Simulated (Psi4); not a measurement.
# CH2BN (SMILES BC#N) in Psi4

Aim: the energy of CH2BN.

Program for the calculation: Psi4 1.11.

2 further runs of the same task are left out: 1 that didn't finish, 1 set aside as unsound or not needed.

## Step 1: The structure to begin with

CH2BN has 5 atoms, charge 0, and is taken as a singlet. SMILES: `BC#N`. The shape is that of a PBE0-D4/def2-TZVP optimisation.

Bond lengths: B1–C2 1.522 Å, C2–N3 1.154 Å, B1–H4 1.189 Å, B1–H5 1.189 Å. Angles: B1–C2–N3 180.0°, C2–B1–H4 118.9°, C2–B1–H5 118.9°, H4–B1–H5 122.2°.

## Step 2: The run

job.py

```python
import psi4

psi4.set_memory(1600000000)
psi4.set_num_threads(1)
psi4.set_output_file('psi4.out', False)

geom = psi4.geometry("""
B     -0.219200     0.441300    -0.341900
C      0.352700    -0.696700     0.490700
N      0.786500    -1.559600     1.122200
H     -0.744300     0.187400    -1.377600
H     -0.125900     1.554000     0.065300
""")

psi4.set_options(dict(reference='uks', scf_type='mem_df', soscf=True, damping_percentage=10, maxiter=60))

e_tot, wfn = psi4.energy("r2scan50/6-31+G*", molecule=geom, return_wfn=True)
print(f'total energy {e_tot:.8f} hartree = {e_tot * 27.211386:.5f} eV')
```

Launch:

```bash
$ python job.py
```

psi4.out:

```text
Psi4 1.11 release

   => Loading Basis Set <=

    Name: 6-31+G*
    Role: ORBITAL
    Keyword: BASIS

         ---------------------------------------------------------
                                   SCF
                              UKS Reference
                        1 Threads,   1525 MiB Core
         ---------------------------------------------------------

  ==> Geometry <==

    Molecular point group: c1
    Full point group: C1

    Geometry (in Angstrom), charge = 0, multiplicity = 1:

       Center              X                  Y                   Z               Mass
    ------------   -----------------  -----------------  -----------------  -----------------
         B           -0.525532879253     1.045639024951    -0.765083019924    11.009305360000
         C            0.046367120747    -0.092360975049     0.067516980076    12.000000000000
         N            0.480167120747    -0.955260975049     0.699016980076    14.003074004430
         H           -1.050632879253     0.791739024951    -1.800783019924     1.007825032230
         H           -0.432232879253     2.158339024951    -0.357883019924     1.007825032230

  Running in c1 symmetry.

  Rotational constants: A =      7.72246  B =      0.32174  C =      0.30887 [cm^-1]
  Rotational constants: A = 231513.40549  B =   9645.44684  C =   9259.66526 [MHz]
  Nuclear repulsion =   46.207232349375985

  Charge       = 0
  Multiplicity = 1
  Electrons    = 20
  Nalpha       = 10
  Nbeta        = 10

  ==> Algorithm <==

  SCF Algorithm Type is MEM_DF.
  DIIS enabled.
  MOM disabled.
  Fractional occupation disabled.
  Guess Type is SAD.
  Energy threshold   = 1.00e-06
  Density threshold  = 1.00e-06
  Integral threshold = 1.00e-12

  ==> Primary Basis <==

  Basis Set: 6-31+G*
    Blend: 6-31+G*
    Number of shells: 28
    Number of basis functions: 61
    Number of Cartesian functions: 61
    Spherical Harmonics?: false
    Max angular momentum: 2

  ==> DFT Potential <==

   => LibXC <=

    Version 7.1.2

   => Composite Functional: R2SCAN50 <=

    R2SCAN50 Hyb-GGA Exchange-Correlation Functional

    Deriv               =              1
    GGA                 =           TRUE
    Meta                =           TRUE

    Exchange Hybrid     =           TRUE
    MP2 Hybrid          =          FALSE

   => Exchange Functionals <=

    0.5000   Re-regularized SCAN exchange by Furness et al

   => Exact (HF) Exchange <=

    0.5000               HF

   => Correlation Functionals <=

    1.0000   Re-regularized SCAN correlation by Furness et al

   => LibXC Density Thresholds  <==

    XC_HYB_MGGA_XC_R2SCAN50:  1.00E-15

   => Molecular Quadrature <=

    Radial Scheme          =       TREUTLER
    Pruning Scheme         =           NONE
    Nuclear Scheme         =       TREUTLER

    Blocking Scheme        =         OCTREE
    BS radius alpha        =              1
    Pruning alpha          =              1
    Radial Points          =             75
    Spherical Points       =            302
    Total Points           =         110181
    Total Blocks           =            876
    Max Points             =            255
    Max Functions          =             61
    Weights Tolerance      =       1.00E-15

   => Loading Basis Set <=

    Name: (6-31+G* AUX)
    Role: JKFIT
    Keyword: DF_BASIS_SCF

  ==> Integral Setup <==

  DFHelper Memory: AOs need 0.012 GiB; user supplied 0.677 GiB.
  SCF_SUBTYPE=INCORE selected. In-core MEM_DF algorithm will be used.
  Using in-core AOs.

  ==> MemDFJK: Density-Fitted J/K Matrices <==

    J tasked:                   Yes
    K tasked:                   Yes
    wK tasked:                   No
    Memory [MiB]:               692
    Algorithm:                 Core
    Schwarz Cutoff:           1E-12
    Mask sparsity (%):       0.0537
    Fitting Condition:        1E-10

   => Auxiliary Basis Set <=

  Basis Set: (6-31+G* AUX)
    Blend: HEAVY-AUG-CC-PVDZ-JKFIT
    Number of shells: 102
    Number of basis functions: 353
    Number of Cartesian functions: 353
    Spherical Harmonics?: false
    Max angular momentum: 3

  Cached 100.0% of DFT collocation blocks in 0.441 [GiB].

  Minimum eigenvalue in the overlap matrix is 7.7470155854E-04.
  Reciprocal condition number of the overlap matrix is 9.9343361198E-05.
    Using symmetric orthogonalization.

  ==> Pre-Iterations <==

  SCF Guess: Superposition of Atomic Densities via on-the-fly atomic UHF (no occupation information).

   -------------------------
    Irrep   Nso     Nmo
   -------------------------
     A         61      61
   -------------------------
    Total      61      61
   -------------------------

  ==> Iterations <==

                           Total Energy        Delta E     RMS |[F,P]|

   @DF-UKS iter SAD:  -117.72345414402977   -1.17723e+02   0.00000e+00
   @DF-UKS iter   1:  -118.69566645350358   -9.72212e-01   5.84315e-03 ADIIS/DIIS
   @DF-UKS iter   2:  -118.70941076552650   -1.37443e-02   5.60501e-03 ADIIS/DIIS/DAMP=10%
```

The script printed:

```text
Traceback (most recent call last):
  File "job.py", line 17, in <module>
    e_tot, wfn = psi4.energy("r2scan50/6-31+G*", molecule=geom, return_wfn=True)
RuntimeError:
Fatal Error: Vx: UKS does not support rotated V builds for MGGA's
```

It took 7.5 s on 1 thread of AMD EPYC 7R43 (Zen 3), shared host; peak memory 0.65 GiB.

## Step 3: Reading the log

The run ended with an error.

The log says `Fatal Error: Vx: UKS does not support rotated V builds for MGGA's`. The sound input differs in these keys, not all of which need be the cause: soscf at its default in place of yes; damping percentage at its default in place of 10. As typed, the program can't run this.
